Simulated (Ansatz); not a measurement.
# Si2H5O radical: how energies converge with the basis set

An exercise on one series of results from a longer session: the logs are not shown, and one member is left open.

The runs use Ansatz 0.2.0, Gaussian basis; one geometry, several basis sets.

Levels to be run: PBE0-D4/def2-SVP; ωB97M-V/def2-SVP; PBE0-D4/def2-QZVPP; ωB97M-V/def2-QZVPP; the functionals' def2-TZVPP values are taken from earlier runs.

## Structure used throughout

The geometry comes from an earlier relaxation with PBE0-D4 in a triple-zeta def2 set; it is a stationary point, not always the lowest conformer.

SMILES `O[SiH][SiH3]`, 8 atoms, charge 0, spin multiplicity 2.

Atoms are counted from 1 here; the program's logs count them from 0.

Bond lengths: O1–Si2 1.657 Å, O1–H4 0.959 Å, Si2–Si3 2.344 Å, Si2–H5 1.490 Å, Si3–H6 1.488 Å, Si3–H7 1.491 Å, Si3–H8 1.489 Å. Angles: Si2–O1–H4 116.9°, O1–Si2–Si3 114.2°, O1–Si2–H5 104.7°, Si3–Si2–H5 113.1°, Si2–Si3–H6 108.0°, Si2–Si3–H7 114.5°, Si2–Si3–H8 108.6°, H6–Si3–H7 108.9°, H6–Si3–H8 108.7°, H7–Si3–H8 108.0°.

Set-up of the first run:

in.yaml

```yaml
crystal:
  periodic: [false, false, false]
  atoms:
    - {symbol: O, position_ang: [-0.929050, 0.938435, -1.717111]}
    - {symbol: Si, position_ang: [0.090433, 1.133975, -0.424985]}
    - {symbol: Si, position_ang: [0.314207, -0.774174, 0.917634]}
    - {symbol: H, position_ang: [-1.805889, 0.598446, -1.530295]}
    - {symbol: H, position_ang: [1.378709, 1.582283, -1.024401]}
    - {symbol: H, position_ang: [1.189954, -0.426841, 2.069049]}
    - {symbol: H, position_ang: [0.883938, -1.960383, 0.216692]}
    - {symbol: H, position_ang: [-1.030203, -1.148740, 1.437617]}
basis:
  gaussian: {orbitals: def2-SVP}
magnetization: {spin_polarized: true, initial_magnetization: 1}
hamiltonian: {xc: pbe0, dispersion: d4}
output: {orbitals: {seedname: orbitals}}
```

Among the steps run: PBE0-D4 in def2-SVP; ωB97M-V in def2-SVP; PBE0-D4 in def2-QZVPP; ωB97M-V in def2-QZVPP.

One of the session's tables, all rows but one given; the rest of the session is left out.

It belongs to the step «Density functionals: the series». 

```
functional       basis  HOMO (eV)  LUMO (eV)
   PBE0-D4    def2-SVP      -5.64      -2.23
   PBE0-D4  def2-TZVPP      -5.73      -2.27
   PBE0-D4  def2-QZVPP          ?          ?
   ωB97M-V    def2-SVP      -7.33      -0.52
   ωB97M-V  def2-TZVPP      -7.44      -0.66
   ωB97M-V  def2-QZVPP      -7.47      -0.75
```

Estimate the missing values for PBE0-D4, def2-QZVPP.

As computed: HOMO (eV): -5.76; LUMO (eV): -2.31. In the column «HOMO (eV)» it lies between ωB97M-V, def2-SVP (-7.33) and PBE0-D4, def2-TZVPP (-5.73).
